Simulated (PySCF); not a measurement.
Identify the unknown among the candidates.

All candidates are C3H4F2O.

- 13C NMR: chemical shifts (computed TMS as zero) by class: 156.0 (1 C), 127.2 (1 C), 96.2 (1 C) ppm [GIAO PBE/pcSseg-2]
- Polarisability: 44.1 au [CAM-B3LYP/def2-SVPD]
- UV, first state: lowest singlet excitation: 7.19 eV (172 nm, f = 0.172) [TDDFT CAM-B3LYP/def2-SVPD]
- Rotational structure: rotational constants A, B, C: 7.674, 2.614, 2.116 GHz [PBE0-D3(BJ)/def2-SVP]
- Triplet: lowest triplet excitation (Tamm–Dancoff): 4.38 eV [TDA CAM-B3LYP/def2-SVPD]
- Dipole: 2.39 D [CAM-B3LYP/def2-SVPD]
- Couplings: largest of the computed one-bond spin–spin couplings (means over like bonds): 19F–13C -323.4 (×2), 13C–1H +220.0, 13C–1H +200.2, 13C–1H +174.9, 13C–1H +169.4, 13C–13C +84.1, 17O–13C +26.2, 17O–13C +20.8 Hz [B3LYP/pcJ-1, spin–dipole term left out for some pairs]

Gas-phase values; electronic properties from PySCF, density fitting. Levels stand in brackets. One conformer (not necessarily the lowest) at the PBE0-D3(BJ)/def2-SVP geometry, without solvent, vibrations or thermal averaging. NMR classes are plain means over equivalent atoms (diastereotopic ones count apart unless rotation or inversion swaps them), as if these changed places fast.

Question: Which candidate is it?
A. `O=CCC(F)F`
B. `CO/C(F)=C\F`
C. `F/C=C/OCF`
D. `C=COC(F)F`

Answer: D. It is `C=COC(F)F`. Numbering: `[CH2:1]=[CH:2][O:3][CH:4]([F:5])[F:6]`. Its formula, C3H4F2O, gives 1 degree of unsaturation: 0 rings and 1 π bond in the structure found. 3 carbons fall into 3 classes; from least to most shielded: vinylic carbon bearing oxygen [C2] (156.0 ppm), CHF2 carbon [C4] (127.2 ppm), terminal =CH2 carbon [C1] (96.2 ppm). The couplings run between: -323.4 Hz, fluorine of a CF2 group [F5] and CHF2 carbon [C4] (with 1 like pair); +220.0 Hz, CHF2 carbon [C4] and its hydrogen; +200.2 Hz, vinylic carbon bearing oxygen [C2] and its hydrogen; +174.9 Hz, terminal =CH2 carbon [C1] and its hydrogen; +169.4 Hz, terminal =CH2 carbon [C1] and its hydrogen; +84.1 Hz, terminal =CH2 carbon [C1] and vinylic carbon bearing oxygen [C2]; +26.2 Hz, ether oxygen [O3] and vinylic carbon bearing oxygen [C2]; +20.8 Hz, ether oxygen [O3] and CHF2 carbon [C4]. The optimised geometry has point group C1 and is an asymmetric top.

The others, at the same levels:
- `O=CCC(F)F` fails: its computed lowest singlet excitation is 4.21 eV (294 nm, f = 0.000) (against 7.19 eV), lowest triplet excitation (Tamm–Dancoff) is 3.59 eV (against 4.38 eV) and static isotropic polarisability is 42.1 au (against 44.1 au).
- `CO/C(F)=C\F` fails: its computed 13C shifts are 168.2 (1 C), 132.2 (1 C), 59.9 (1 C) ppm, lowest singlet excitation is 6.52 eV (190 nm, f = 0.025) (against 7.19 eV) and rotational constant A is 5.626 GHz (against 7.674 GHz).
- `F/C=C/OCF` fails: its computed lowest singlet excitation is 6.57 eV (189 nm, f = 0.021) (against 7.19 eV), rotational constant A is 16.744 GHz (against 7.674 GHz) and smallest rotational constant is 1.357 GHz (against 2.116 GHz).

Each candidate is one conformer, not necessarily the lowest. The conformers computed, where there is a choice (atom-mapped SMILES and torsion angles):
- `[CH2:1]=[CH:2][O:3][CH:4]([F:5])[F:6]`: C1–C2–O3–C4 16°, C2–O3–C4–F5 166°
- `[O:1]=[CH:2][CH2:3][CH:4]([F:5])[F:6]`: O1–C2–C3–C4 136°, C2–C3–C4–F5 175°
- `[CH3:1][O:2]/[C:3]([F:4])=[CH:5]\[F:6]`: C1–O2–C3–F4 55°
- `[F:1]/[CH:2]=[CH:3]/[O:4][CH2:5][F:6]`: C2–C3–O4–C5 1°, C3–O4–C5–F6 178°

One-bond C–F couplings are unscaled; at this level they come out some 30 % too large in size.
